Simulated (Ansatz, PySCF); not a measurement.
SiH₄, SMILES [SiH4]. Atoms are numbered in the order given.

```xyz
5

Si     0.0000     0.0000     0.0000
H      0.8559    -0.8559    -0.8559
H     -0.8559    -0.8559     0.8559
H     -0.8559     0.8559    -0.8559
H      0.8559     0.8559     0.8559
```
Charge 0, spin multiplicity 1.

Geometry: ωB97X-D3(BJ)/def2-TZVPD. The isomer is the one that the SMILES or the coordinates give; other isomers of the formula were not compared.

Two levels are set side by side: PBE-D3(BJ)/def2-TZVPD (Ansatz, a program for electronic structure) and ωB97X-D3(BJ)/def2-TZVPD (PySCF). Each level has its own optimised geometry; the coordinates shown are those of the second. Frequencies come from the Hessian of PySCF at each geometry. Differences are taken from unrounded values.

```csv
quantity,ωB97X-D3(BJ),PBE-D3(BJ),PBE-D3(BJ) minus ωB97X-D3(BJ)
mean bond length (Å),1.482,1.493,0.011
bond Si1–H2 (Å),1.482,1.493,0.011
bond Si1–H3 (Å),1.482,1.493,0.011
bond Si1–H4 (Å),1.482,1.493,0.011
bond Si1–H5 (Å),1.482,1.493,0.011
highest harmonic wavenumber (cm⁻¹),2264,2185,-79
mean harmonic wavenumber (cm⁻¹),1535,1468,-66
zero-point energy (kcal/mol),19.75,18.89,-0.85
```

Exact exchange shortens and stiffens bonds; PBE has none. Differences between two approximate levels are no errors against the true value.
